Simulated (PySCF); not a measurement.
Substituent effects on chemical shifts

Parent skeleton `[CH:1]#[C:2][CH3:3]`; one hydrogen on atom 1 is replaced by X. Hydrogens on one atom are averaged.

Level of theory: PBE0/pcSseg-1 with gauge-including orbitals, geometry: PBE0-D3(BJ)/def2-SVP, in PySCF 2.14.0 with density-fitted response routines (gas phase, one averaged value for each set of equivalent atoms, one computed conformer, non-relativistic Hamiltonian).

References, each an isolated molecule treated in the same way: TMS for ¹³C, ¹H.

Parent (X = H): C1 73.5, C2 82.3, C3 4.2, H(C3) 1.83 ppm. Effects are Δδ = δ(X) − δ(H), positive for deshielding.

Question: Order these by the shift of C2, most shielded first.
A. X = CH2Cl
B. X = CH2NH2
C. X = B(OH)2
D. X = BCl2
E. X = BF2

Answer: B (+0.6 ppm), A (+8.3 ppm), C (+21.2 ppm), E (+27.7 ppm), D (+43.2 ppm).

Question: Order these by the shift of C1, most shielded first.
A. X = B(OH)2
B. X = BCl2
C. X = CH2NH2
D. X = CH2Cl

Answer: D (+6.1 ppm), A (+10.3 ppm), C (+12.9 ppm), B (+16.8 ppm).
